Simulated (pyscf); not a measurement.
Thermochemistry of product channels of `[NH2][GaH2]` + `[H]` [doublet] on the doublet surface, in kJ/mol, from ωB97M-D3(BJ)/def2-TZVP energies (ideal gas, 1 atm, RRHO with modes under 100 cm⁻¹ raised to 100, one conformer, R ln 2 for chiral ones without a mode under 150 cm⁻¹). Optimised with ωB97X-D3(BJ)/def2-SVP in PySCF.

| products | ΔE | ΔH(298 K) | ΔG(298 K) | ΔG(900 K) |
|---|---|---|---|---|
| `[NH2][GaH]` [doublet] + `[H][H]` | -93.7 | -87.6 | -94.8 | -108.2 |
| `[NH]` [triplet] + `[GaH2]` [doublet] + `[H][H]` | +367.3 | +345.8 | +298.2 | +202.3 |
| `[NH2]` [doublet] + `[GaH3]` | +56.9 | +55.5 | +44.8 | +28.4 |
| `[NH][GaH2]` [doublet] + `[H][H]` | ? | +40.8 | +32.4 | +14.6 |

Task: What belongs in the gaps?

Result: 
- `[NH][GaH2]` [doublet] + `[H][H]`, ΔE: +49.5

These are energies of the channels, which say nothing of barriers. Elements up to Kr have no core potential and no relativistic terms here.
